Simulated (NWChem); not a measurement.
## Basis-set convergence for ethylamine (C2H7N)

```xyz
10

C      1.1909     0.4452     0.0140
C      0.0395    -0.5509    -0.0984
N     -1.2501     0.1340    -0.0057
H      2.1728    -0.0540    -0.1125
H      1.0931     1.2396    -0.7530
H      1.1963     0.9399     1.0091
H      0.1929    -1.3662     0.6578
H      0.0878    -1.0515    -1.0907
H     -2.0163    -0.5448    -0.1014
H     -1.3581     0.5332     0.9373
```
Charge 0, spin multiplicity 1.

Program: NWChem. All single points use one geometry, from PBE/def2-SVP, a minimum by its harmonic frequencies. It is one conformer; others weren't searched.

Quantity: LUMO energy at the level PBE0.

The Pople sets run with spherical d functions.

| basis | functions | LUMO energy (eV) |
|---|---|---|
| STO-3G | 22 | 10.05 |
| 3-21G | 41 | 3.26 |
| pcseg-1 | 77 | ? |
| def2-SVP | 77 | ? |
| 6-311++G** | 115 | ? |
| def2-SVPD | 116 | 0.78 |
| aug-pcseg-1 | 132 | -0.15 |
| def2-TZVP | 135 | 1.08 |
| cc-pVTZ | 188 | 1.18 |
| def2-TZVPP | 191 | 1.06 |

**Question.** What belongs in the gaps?

**Answer.** 
- pcseg-1, LUMO energy (eV): 1.44
- def2-SVP, LUMO energy (eV): 1.78
- 6-311++G**, LUMO energy (eV): -0.07

This LUMO lies above zero in the largest set, so its value hangs on the diffuse functions.
